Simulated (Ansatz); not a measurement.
The first iterations of a band of AlFH$_{3}$N (6 atoms, charge 0, multiplicity 1).

Theory: RKS PBE-D4/def2-SVP in Ansatz.

```yaml
movable_images: 9
climbing_image: yes
spring: 5.0 eV/Å²
optimiser: quadratic models (default)
start_path: through a guess of the saddle point
force_threshold: 0.05 eV/Å
iteration_limit: 60
end_points: relaxed
```

Image 0:

```xyz
6
Properties=species:S:1:pos:R:3
Al 0.185 -0.016 0.165
H 0.256 -0.550 1.655
F 1.574 0.566 -0.582
N -1.320 -0.002 -0.774
H -2.224 -0.330 -0.427
H -1.414 0.332 -1.736
```

Image 10:

```xyz
6
Properties=species:S:1:pos:R:3
Al -0.763 -0.459 0.811
H 1.617 0.036 0.866
F 1.322 0.299 0.001
N -1.532 -0.049 -0.779
H -2.526 -0.177 -1.000
H -1.061 0.351 -1.598
```

| iteration | highest image above the first end (eV) | largest band force component (eV/Å) |
| --- | --- | --- |
| 1 | 3.797 | 2.980 |
| 2 | 3.323 | 1.703 |
| 3 | 3.197 | 1.435 |
| 4 | 3.033 | 0.971 |

**Question.** Does the band converge within its limit, and where does its top end?

**Answer.** The forces met the threshold. It ended after 12 iterations with the highest image 2.905 eV above the first end. A vibrational analysis at the climbing image gives one clearly imaginary mode, 1007i cm⁻¹: a first-order saddle point. The orbitals stay closed-shell, which can raise the energy where a bond breaks towards radicals; this wasn't checked here.

The run took 120 s on 1 thread of Arm Neoverse V2, with other jobs on the host, peak memory 0.097 GiB.
